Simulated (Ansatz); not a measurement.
Results of PBE-D3(BJ) in Ansatz (plane waves, PAW) for hcp Ru.

Settings: plane-wave cutoff 520 eV, 30×30×16 k mesh (along the axes of the cell as run), Fermi–Dirac smearing 0.061 eV (set by the program), no spin polarisation, scalar-relativistic PAW data made under PBE.

Computed at the level's own relaxed cell.

Hill averages of the elastic tensor: K = 333.5 GPa, G = 212.8 GPa. Volume 13.444 Å³/atom, mean atomic mass 101.070 u.

**Question.** Work out the density, the sound velocities of a polycrystal and the elastic Debye temperature, and Pugh's ratio at this level.

**Answer.** ρ = 1.66054 × 101.070/13.444 = 12.484 g/cm³. v_l = √[(K + 4G/3)/ρ] = 7.031 km/s and v_t = √(G/ρ) = 4.129 km/s. The mean follows from 3/v_m³ = 1/v_l³ + 2/v_t³: v_m = 4.577 km/s. Θ_D = (ħ/k_B) v_m (6π²/V)^(1/3) = 76.38 K Å s/km × 4.577 × 1.6392 Å⁻¹ = 573 K, counting all atoms of the cell. K/G = 1.57, to be set beside Pugh's rough bound of 1.75 between brittle and ductile metals.

Note: the dispersion coefficients are held fixed in the derivatives.

Ansatz is an electronic-structure program.
